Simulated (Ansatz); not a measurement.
# AlH₄ (doublet): the correlation ladder at distance Al1–H5 = 1.728 Å, 6-31G

The task here is to estimate one member of a computed series from the others.

Program: Ansatz 0.2.0, Gaussian basis. Level of theory: 6-31G, core rule «outside noble gas», up to 5 orbitals frozen. These are calculated values, not measurements.

Plan: UHF; CCSD(T) on ROHF; CCSD(T) on UHF; BCCD(T) on ROHF; CISD; CCSDT(Q) on ROHF; CCSDT(Q) on UHF; CCSDTQ on ROHF; CCSDTQ on UHF; CASSCF and MRCISD+Q, 3 electrons in 3 orbitals; CASSCF and NEVPT2, 3 electrons in 3 orbitals; Full CI.

32 further runs of the same task are left out: 8 for a known fault of the program, 2 for a mislabelled method, 17 that didn't finish, 5 set aside as unsound or not needed.

### The system

The geometry derives from a PBE0/def2-TZVP stationary point (not a proven minimum). One bond is set to the value named and the two fragments are kept rigid.

5 atoms, charge 0, spin multiplicity 2.

Atoms are counted from 1 here; the program's logs count them from 0.

Bond lengths: Al1–H4 1.595 Å, Al1–H5 1.728 Å, H2–H3 0.766 Å. Angles: H4–Al1–H5 120.0°.

As a file:

```xyz
5
AlH4
Al   -0.0620    0.0039   -0.1326
H     0.4466    0.0055    1.9860
H    -0.3192   -0.0052    1.9566
H     0.7311    1.3870   -0.1886
H     0.8017   -1.4910   -0.2046
```

The first run:

File in.yaml:

```yaml
crystal:
  periodic: [false, false, false]
  atoms:
    - {symbol: Al, position_ang: [-0.062019, 0.003873, -0.132589]}
    - {symbol: H, position_ang: [0.446570, 0.005528, 1.985951]}
    - {symbol: H, position_ang: [-0.319218, -0.005180, 1.956568]}
    - {symbol: H, position_ang: [0.731149, 1.387036, -0.188618]}
    - {symbol: H, position_ang: [0.801697, -1.491048, -0.204636]}
basis:
  gaussian: {orbitals: 6-31G}
magnetization: {spin_polarized: true, initial_magnetization: 1}
hamiltonian: {xc: hf}
output: {orbitals: {seedname: orbitals}}
```

On the command line:

```bash
$ ansatz run in.yaml --threads 1 --pin off --events-out ev --progress --plain --max-ram 2393MiB
```

Among the steps run: UHF; CCSD(T) on ROHF; CCSD(T) on UHF; BCCD(T) on ROHF; CISD; CCSDT(Q) on ROHF; CCSDT(Q) on UHF; CCSDTQ on ROHF; CCSDTQ on UHF; CASSCF and MRCISD+Q, 3 electrons in 3 orbitals; CASSCF and NEVPT2, 3 electrons in 3 orbitals; Full CI.

One of the session's tables, all rows but one given; the rest of the session is left out.

```
   method  from FCI (meV)
     ROHF         +2001.2
      UHF         +1990.3
     RMP2          +636.9
     UMP2          +634.2
     CISD           +93.9
    RCCSD           +29.7
    UCCSD               ?
 RCCSD(T)           +10.4
 UCCSD(T)           +10.3
  BCCD(T)           +10.3
   RCCSDT            +0.5
   UCCSDT            +0.4
RCCSDT(Q)            +0.2
UCCSDT(Q)             0.0
  RCCSDTQ             0.0
  UCCSDTQ            -0.1
      FCI               0
```

**Question.** Estimate the row for UCCSD.

As computed: from FCI (meV): +29.5. In the column «from FCI (meV)» it lies between RCCSD(T) (+10.4) and RCCSD (+29.7).

Left out of the table: CASSCF pair, NEVPT2 pair, MRCISD pair, MRCISD+Q pair (the active space lost an orbital or holds another state than full CI finds).

To keep in mind: Levels on UHF freeze UHF's core orbitals, full CI those of ROHF, so the U rows can settle a little off it for that reason alone. Restricted and unrestricted rows rest on different reference determinants; where their highest levels disagree by more than a few hundredths of an eV, they describe different states and don't form one ladder. Warnings in the runs' records: passed over end.
